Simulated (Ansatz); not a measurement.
Consider the atomization: `CBC` → B• + 2 C• + 7 H•.

Gas-phase electronic energies from Ansatz, PBE0-D4/def2-TZVP geometries. CBS: MP2 limit from def2 TZ/QZ plus the TZ coupled-cluster correction, frozen cores. This one scheme is used for every species, atoms too. DFT in def2-TZVPP. B3LYP here is the variant with VWN-RPA as its local correlation; programs differ in this. No spin–orbit coupling; open shells (•) take unrestricted orbitals. Spin–orbit coupling would lower the free atoms: a little for B, C.

Question: What is ΔE at CCSD(T)/CBS? (Best estimate.)

Answer: Ansatz gave: +3741.0 kJ/mol.

Question: What do these levels give: LDA (SPW92), BLYP-D4, B3LYP-D4, BHLYP-D4, CAM-B3LYP-D4, ωB97X-V, B2PLYP, CCSD/def2-SVP, HF/def2-TZVPP, CCSD/def2-TZVPP, HF/def2-QZVPP, CCSD/CBS(def2)? (Estimate.)

Answer: Ansatz gave: LDA (SPW92) 4191.1, BLYP-D4 3736.4, B3LYP-D4 3768.4, BHLYP-D4 3707.4, CAM-B3LYP-D4 3780.6, ωB97X-V 3755.1, B2PLYP 3728.8, CCSD/def2-SVP 3585.5, HF/def2-TZVPP 2936.8, CCSD/def2-TZVPP 3639.1, HF/def2-QZVPP 2939.3, CCSD/CBS(def2) 3708.8 kJ/mol.

Largest T1 diagnostic among the species: 0.014.

Leaving LDA and LC-ωPBE aside and taking each functional with its dispersion term where it has one, the values, not all of them listed here, spread over 88.3 kJ/mol, from BHLYP-D4 to PBE-D4. LDA lies +407.2 kJ/mol from PBE without D4, its usual overbinding. At CCSD(T), def2-SVP lies −133.8 kJ/mol from the extrapolated value and def2-TZVPP −69.7 kJ/mol: correlation converges slowly with the basis, and small sets miss more of it in the bonded molecule than in its fragments.

For atomizations the MP2-based limit and the directly extrapolated one differ by several kJ/mol either way, and by 10 to 25 for some Ge, Se and Sn compounds, so smaller differences from it don't rank the levels.
